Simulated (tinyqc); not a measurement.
Worked calculation: CCSD on RHF in the sto-3g basis, for LiH, spin multiplicity 1. One step of it, computed by the program tinyqc.

Question. CCSD: starting amplitudes. t_ij^ab = <ij||ab> / (e_i + e_j - e_a - e_b), whose energy is MP2.

orbital energies (hartree): MO1 -2.360093, MO2 -0.252905, MO3 0.073750, MO4 0.162382, MO5 0.162382, MO6 0.441484

Two-electron integrals over orbitals (pq|rs), unique and non-zero (hartree):
```
p,q,r,s,(pq|rs)
1,1,1,1,1.659123
2,1,1,1,-0.100636
2,1,2,1,0.010658
2,2,1,1,0.328693
2,2,2,1,0.003586
2,2,2,2,0.462385
3,1,1,1,-0.140960
3,1,2,1,0.010618
3,1,2,2,-0.012439
3,1,3,1,0.021975
3,2,1,1,0.022570
3,2,2,1,-0.002697
3,2,2,2,-0.055622
3,2,3,1,-0.000072
3,2,3,2,0.018045
3,3,1,1,0.393096
3,3,2,1,-0.009376
3,3,2,2,0.215334
3,3,3,1,0.001208
3,3,3,2,0.012335
3,3,3,3,0.332307
4,1,4,1,0.009812
4,2,4,1,0.007289
4,2,4,2,0.021727
4,3,4,1,0.010338
4,3,4,2,0.019862
4,3,4,3,0.041330
4,4,1,1,0.396337
4,4,2,1,-0.003756
4,4,2,2,0.252696
4,4,3,1,-0.005049
4,4,3,2,0.010668
4,4,3,3,0.280645
4,4,4,4,0.312946
5,1,5,1,0.009812
5,2,5,1,0.007289
5,2,5,2,0.021727
5,3,5,1,0.010338
5,3,5,2,0.019862
5,3,5,3,0.041330
5,4,5,4,0.016869
5,5,1,1,0.396337
5,5,2,1,-0.003756
5,5,2,2,0.252696
5,5,3,1,-0.005049
5,5,3,2,0.010668
5,5,3,3,0.280645
5,5,4,4,0.279207
5,5,5,5,0.312946
6,1,1,1,0.068022
6,1,2,1,-0.009419
6,1,2,2,-0.007613
6,1,3,1,-0.004274
6,1,3,2,0.002550
6,1,3,3,0.011710
6,1,4,4,0.001424
6,1,5,5,0.001424
6,1,6,1,0.010730
6,2,1,1,-0.071474
6,2,2,1,0.002191
6,2,2,2,0.112301
6,2,3,1,0.003416
6,2,3,2,-0.040527
6,2,3,3,-0.018206
6,2,4,4,-0.031645
6,2,5,5,-0.031645
6,2,6,1,0.000487
6,2,6,2,0.128628
6,3,1,1,0.020845
6,3,2,1,-0.002480
6,3,2,2,-0.054985
6,3,3,1,0.004080
6,3,3,2,0.014273
6,3,3,3,0.036281
6,3,4,4,0.005953
6,3,5,5,0.005953
6,3,6,1,0.004379
6,3,6,2,-0.036505
6,3,6,3,0.028857
6,4,4,1,-0.006043
6,4,4,2,-0.018965
6,4,4,3,-0.012649
6,4,6,4,0.019609
6,5,5,1,-0.006043
6,5,5,2,-0.018965
6,5,5,3,-0.012649
6,5,6,5,0.019609
6,6,1,1,0.356506
6,6,2,1,0.001269
6,6,2,2,0.434430
6,6,3,1,-0.011043
6,6,3,2,-0.047525
6,6,3,3,0.239108
6,6,4,4,0.261795
6,6,5,5,0.261795
6,6,6,1,-0.004800
6,6,6,2,0.109678
6,6,6,3,-0.045776
6,6,6,6,0.432494
```

Give: Starting amplitudes; correlation energy.

Answer.

Starting amplitudes (spin orbitals 1a, 1b, ...; amplitudes related by a flip of all spins are not repeated):
```
from,to,t
2a 2b,6a 6b,-0.093
2a 2b,3a 6b,0.040
2a 2b,3a 3b,-0.028
2a 2b,5a 5b,-0.026
2a 2b,4a 4b,-0.026
1a 1b,3a 3b,-4.51e-03
1a 2b,5a 5b,-2.48e-03
1a 2b,4a 4b,-2.48e-03
1a 1b,5a 5b,-1.94e-03
1a 1b,4a 4b,-1.94e-03
1a 1b,6a 6b,-1.92e-03
1a 2b,3a 6b,-1.09e-03
1a 1b,3a 6b,8.16e-04
1a 2b,3b 6a,8.15e-04
1a 2a,3a 6a,-2.77e-04
1a 2b,6a 6b,-1.39e-04
1a 2b,3a 3b,2.61e-05
```

correlation energy = -0.01702 hartree
